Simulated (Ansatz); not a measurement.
Geometry optimisation, Ansatz 0.2.0, RKS LDA/STO-3G.

Input:

```yaml
crystal:
  periodic: [false, false, false]
  atoms:
    - { symbol: Si, position_ang: [0.0, 0.0, 0.0] }
    - { symbol: "N", position_ang: [0.0, 0.0, 1.82] }
    - { symbol: H, position_ang: [-0.877, -0.2713, 2.35] }
    - { symbol: H, position_ang: [0.877, 0.2713, 2.35] }
    - { symbol: H, position_ang: [1.3768, 0.0, -0.4862] }
    - { symbol: H, position_ang: [-0.6877, 1.1914, -0.4862] }
    - { symbol: Cl, position_ang: [-1.0032, -1.7381, -0.7093] }
basis:
  gaussian: { orbitals: STO-3G }
hamiltonian:
  xc: lda
relax:
  f_tol: 0.02
  max_steps: 40
```

Launched with:

```bash
$ ansatz run input.yaml --threads 1 --pin off --max-ram 2048MiB --backend cpu --events-out ev --progress --plain --runs-dir out
```

Question: Where does it end, and by what steps?

Answer: The forces met the threshold. Limits of this set-up: minimal basis. After 7 steps the energy has fallen by 0.547 eV; H4 moved furthest, 0.70 Å.

```tsv
step	energy less start (eV)	largest force component (eV/Å)	accepted
0	0.0000	3.149	yes
1	-0.3208	1.283	yes
2	-0.4367	1.570	yes
3	-0.5193	0.514	yes
4	-0.5411	0.200	yes
5	-0.5451	0.100	yes
6	-0.5463	0.114	yes
7	-0.5466	0.016	yes
```

```xyz
7
Properties=species:S:1:pos:R:3
Si 0.001 0.050 0.063
N 0.070 0.180 1.765
H -0.823 0.226 2.297
H 0.756 -0.410 2.281
H 1.350 0.149 -0.465
H -0.914 1.059 -0.441
Cl -0.753 -1.801 -0.662
```

Whether the end is a true minimum wasn't checked by a vibrational analysis.

Run time: 8.2 s on 1 thread of Arm Neoverse V1, on a shared host, peak memory 0.11 GiB.
